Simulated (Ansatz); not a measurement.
Worked example: correlation energy of PBr⁻, quartet

Geometry: that of the PBr⁻, doublet, kept fixed. The doublet lies 1.0 eV lower here.

```xyz
2

P     0.0000    0.0000    0.0000
Br    0.0000    0.0000    2.3163
```

Basis aug-cc-pVDZ; Ansatz 0.2.0. Only valence electrons are correlated (noble-gas cores and the filled d shells of p-block atoms frozen), which leaves 13 electrons in 44 orbitals. R marks a restricted (for open shells ROHF) determinant, U an unrestricted one. No spin–orbit coupling is included, and no scalar relativity.

Full CI isn't at hand for all of this; UCCSDT(Q) serves as the reference, and is uncertain by about the last step of the cluster series.

Runs differ by some tens of microhartree through their thresholds and, for an open shell, their frozen cores, so steps under 0.03 kcal/mol mean nothing.

| level | total energy (hartree) |
| --- | --- |
| UHF | -2913.116164 |
| UMP2 | -2913.335107 |
| UCCSD | -2913.360381 |
| UCCSD(T) | -2913.368657 |
| UCCSDT | -2913.369661 |
| UCCSDT(Q) | -2913.370321 |

Q: What is the correlation energy at UCCSDT(Q), and what share of it do UMP2 and UCCSDT recover?

A: E(corr) = -2913.370321 − (-2913.116164) = -0.254157 hartree = -6.916 eV. UMP2: -0.218943 / -0.254157 = 86.14 %. UCCSDT: -0.253497 / -0.254157 = 99.74 %.

Q: By how many kcal/mol does UCCSD(T) miss UCCSDT(Q) (1 hartree = 627.509 kcal/mol), and which steps make up the rest?

A: -2913.368657 − (-2913.370321) = 0.001664 hartree = 1.04 kcal/mol. Steps: UCCSDT − UCCSD(T) = -0.63, UCCSDT(Q) − UCCSDT = -0.41 kcal/mol. Differences between like states or geometries often cancel part of this.
